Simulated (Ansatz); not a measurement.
Ideal-gas functions of C2H3ClF2, SMILES `FCC(F)Cl` at 298.15 K and 1 bar, from an Ansatz frequency run at PBE0-D4/def2-TZVP.

Molar mass 100.5 g/mol, point group C1 (symmetry number 1), electronic degeneracy 1, moments of inertia 65.54, 212.749, 264.307 u Å². Harmonic wavenumbers (cm⁻¹, unscaled): 130, 221, 337, 419, 476, 825, 919, 1093, 1125, 1152, 1252, 1283, 1375, 1427, 1483, 3077, 3119, 3144.

Use S(trans) = R[1.5 ln M + 2.5 ln T − 1.1517]; rotational temperatures θ = 24.2544 K / I; S(rot) = R[ln(√π/σ · √(T³/θAθBθC)) + 1.5]; for each mode x = 1.438777 ν̃/T, S = R[x/(eˣ − 1) − ln(1 − e⁻ˣ)] and H = RT x/(eˣ − 1); 1 cm⁻¹ = 0.0119627 kJ/mol; R = 8.31446 J/(mol·K).

Question: By hand: the entropy, in J/(mol·K).

Answer: Translation 166.4. Rotation: θ = 0.3701, 0.114, 0.0918 K, giving 111.4. Vibration, mode by mode: 12.33, 8.16, 5.13, 3.75, 3.02, 0.79, 0.54, 0.27, 0.24, 0.21, 0.14, 0.12, 0.08, 0.07, 0.05, 0.00, 0.00, 0.00, in all 34.9. Electronic 0.0. Sum 312.7 J/(mol·K).

Question: By hand: H − E and G − E in kJ/mol, counted from the electronic energy.

Answer: Zero-point energy ½ × 22857 × 0.0119627 = 136.7; thermal vibration 6.2; translation, rotation and pV give 4 RT = 9.9. H − E = 152.8 kJ/mol, and G − E = 152.8 − 298.15 × 312.7/1000 = 59.6 kJ/mol.

Vibration gives 11 % of the entropy, 12.3 J/(mol·K) of it from the mode under 150 cm⁻¹: soft modes count most, and the harmonic formula is weakest for them. The sum counts one conformer and one mirror image; others add a mixing term.
